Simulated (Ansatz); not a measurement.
input.yaml

```yaml
crystal:
  periodic: [false, false, false]
  atoms:
    - { symbol: C, position_ang: [-0.4198, -1.0393, 0.9941] }
    - { symbol: "N", position_ang: [0.4199, -0.0714, 0.3308] }
    - { symbol: C, position_ang: [0.9067, -0.3553, -0.9788] }
    - { symbol: "N", position_ang: [0.5032, 0.965, -1.3629] }
    - { symbol: C, position_ang: [-0.0476, 1.068, -0.2022] }
    - { symbol: O, position_ang: [-0.8007, 2.0049, 0.3859] }
    - { symbol: H, position_ang: [0.0852, -1.9245, 1.2139] }
    - { symbol: H, position_ang: [-1.2971, -1.2159, 0.3497] }
    - { symbol: H, position_ang: [-0.825, -0.5579, 1.9692] }
    - { symbol: H, position_ang: [2.0313, -0.4396, -0.9635] }
    - { symbol: H, position_ang: [0.4513, -1.1945, -1.4594] }
    - { symbol: H, position_ang: [-0.9304, 2.7052, -0.2428] }
basis:
  gaussian: { orbitals: "6-31G*" }
hamiltonian:
  xc: b3lyp
  dispersion: d4
relax:
  f_tol: 0.02
  max_steps: 50
```

Launched with:

```bash
$ ansatz run input.yaml --threads 2 --pin off --max-ram 3072MiB --backend cpu --events-out ev --progress --plain --runs-dir out
```

Hardware: 2 threads of Arm Neoverse V2, on a shared host.

**Question.** Roughly how long does this run take, and how much memory?

**Answer.** 22 s, with a peak of 0.21 GiB, for 7 ionic steps.
